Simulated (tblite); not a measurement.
Compound: C5H7F.
SMILES with atom numbers: `[CH2:1]=[CH:2][CH2:3]/[CH:4]=[CH:5]\[F:6]` (hydrogens: H7, H8 on C1; H9 on C2; H10, H11 on C3; H12 on C4; H13 on C5)

Computed with GFN2-xTB (tblite), gas phase: L-BFGS steps from a force-field or distance-geometry start until the largest atomic force falls under 0.01 eV/Å.

Step 6: E = -515.3627 eV
```
atom  x, y, z in Å  |  force x, y, z in eV/Å
C1     -2.3137    0.2477    0.1026    0.001  -0.018   0.091
C2     -1.1011    0.0524    0.5862   -0.295   0.074  -0.233
C3     -0.0403   -0.6391   -0.2072    0.056  -0.024  -0.138
C4      1.0667    0.3346   -0.4463    0.142   0.044   0.053
C5      2.3063    0.1839   -0.0291    0.323  -0.052   0.089
F6      2.7151   -0.9221    0.6265   -0.024   0.011  -0.015
H7     -3.0897    0.7692    0.6379    0.050  -0.026  -0.003
H8     -2.5667   -0.1450   -0.8682   -0.162   0.041  -0.014
H9     -0.7967    0.4513    1.5375    0.012  -0.017   0.204
H10    -0.4547   -0.9460   -1.1726    0.018  -0.077   0.067
H11     0.3336   -1.5181    0.3197    0.034   0.009   0.021
H12     0.8100    1.2526   -0.9461   -0.038   0.057  -0.094
H13     3.1268    0.8789   -0.1586   -0.117  -0.021  -0.030
```

Step 7: E = -515.3674 eV
```
atom  x, y, z in Å  |  force x, y, z in eV/Å
C1     -2.3183    0.2476    0.1042   -0.188  -0.010  -0.064
C2     -1.1076    0.0519    0.5829    0.081   0.051  -0.027
C3     -0.0400   -0.6408   -0.2099    0.053   0.070  -0.047
C4      1.0700    0.3370   -0.4469    0.219   0.009   0.075
C5      2.3137    0.1848   -0.0290    0.024  -0.047   0.016
F6      2.7205   -0.9208    0.6273   -0.032  -0.008  -0.010
H7     -3.0937    0.7714    0.6393    0.064  -0.040  -0.002
H8     -2.5756   -0.1430   -0.8694   -0.136   0.066   0.057
H9     -0.7967    0.4480    1.5402   -0.062  -0.075   0.030
H10    -0.4575   -0.9507   -1.1732    0.061  -0.066   0.070
H11     0.3365   -1.5180    0.3226   -0.004   0.064  -0.022
H12     0.8096    1.2560   -0.9502    0.012  -0.040  -0.030
H13     3.1346    0.8770   -0.1556   -0.093   0.026  -0.048
```

Step 8: E = -515.3700 eV
```
atom  x, y, z in Å  |  force x, y, z in eV/Å
C1     -2.3223    0.2472    0.1037   -0.017  -0.032  -0.025
C2     -1.1088    0.0531    0.5811    0.045   0.046  -0.033
C3     -0.0388   -0.6401   -0.2115    0.061   0.099   0.025
C4      1.0745    0.3383   -0.4459    0.063   0.006   0.012
C5      2.3172    0.1840   -0.0283   -0.004  -0.032   0.008
F6      2.7216   -0.9213    0.6277   -0.013  -0.028   0.004
H7     -3.0940    0.7715    0.6400    0.017  -0.019   0.028
H8     -2.5809   -0.1414   -0.8693   -0.134   0.055   0.034
H9     -0.7977    0.4458    1.5421   -0.085  -0.085  -0.036
H10    -0.4574   -0.9535   -1.1725    0.074  -0.050   0.048
H11     0.3375   -1.5172    0.3233   -0.017   0.086  -0.032
H12     0.8094    1.2566   -0.9523    0.055  -0.088   0.009
H13     3.1352    0.8774   -0.1558   -0.045   0.041  -0.042
```

Step 9: E = -515.3729 eV
```
atom  x, y, z in Å  |  force x, y, z in eV/Å
C1     -2.3264    0.2460    0.1034    0.092  -0.031  -0.002
C2     -1.1101    0.0553    0.5778    0.037   0.024  -0.017
C3     -0.0362   -0.6374   -0.2129    0.034   0.085   0.072
C4      1.0802    0.3398   -0.4448   -0.081  -0.011  -0.040
C5      2.3217    0.1826   -0.0273   -0.037  -0.005  -0.008
F6      2.7228   -0.9223    0.6283    0.016  -0.050   0.024
H7     -3.0941    0.7713    0.6414   -0.023  -0.002   0.062
H8     -2.5901   -0.1384   -0.8688   -0.118   0.038   0.002
H9     -0.8006    0.4415    1.5436   -0.099  -0.078  -0.086
H10    -0.4557   -0.9576   -1.1707    0.087  -0.020   0.016
H11     0.3382   -1.5145    0.3235   -0.016   0.091  -0.017
H12     0.8106    1.2556   -0.9545    0.093  -0.090   0.028
H13     3.1353    0.8785   -0.1568    0.016   0.051  -0.032
```

**Question.** Estimate the geometry and energy of step 10. (The exact step hangs on the optimiser's Hessian estimate; all steps are aligned on step 9, rigid shifts and turns removed.)

**Answer.** E = -515.3759 eV, largest force 0.170 eV/Å
```
atom  x, y, z in Å  |  force x, y, z in eV/Å
C1     -2.3307    0.2447    0.1032    0.131  -0.010   0.008
C2     -1.1115    0.0575    0.5733    0.011  -0.003  -0.009
C3     -0.0331   -0.6331   -0.2138   -0.007   0.032   0.080
C4      1.0858    0.3408   -0.4442   -0.154  -0.030  -0.065
C5      2.3265    0.1815   -0.0268   -0.050   0.011  -0.015
F6      2.7254   -0.9234    0.6291    0.030  -0.049   0.030
H7     -3.0951    0.7712    0.6441   -0.032  -0.005   0.086
H8     -2.6037   -0.1340   -0.8679   -0.082   0.021  -0.024
H9     -0.8058    0.4347    1.5436   -0.093  -0.047  -0.089
H10    -0.4524   -0.9631   -1.1678    0.093   0.018  -0.021
H11     0.3393   -1.5093    0.3239   -0.004   0.071   0.021
H12     0.8138    1.2533   -0.9569    0.113  -0.051   0.022
H13     3.1372    0.8798   -0.1576    0.045   0.042  -0.024
```

The energy changes by -0.0030 eV. The first-order estimate −F·Δx gives -0.0040 eV and the mean of the old and new forces, exact on a quadratic surface, -0.0029 eV. The step makes an angle of 60° with the force vector and moves no atom by more than 0.014 Å.

The cost below is that of the whole relaxation. On an Arm Neoverse N1 with one thread, no GPU (shared host), this took 0.22 s wall.
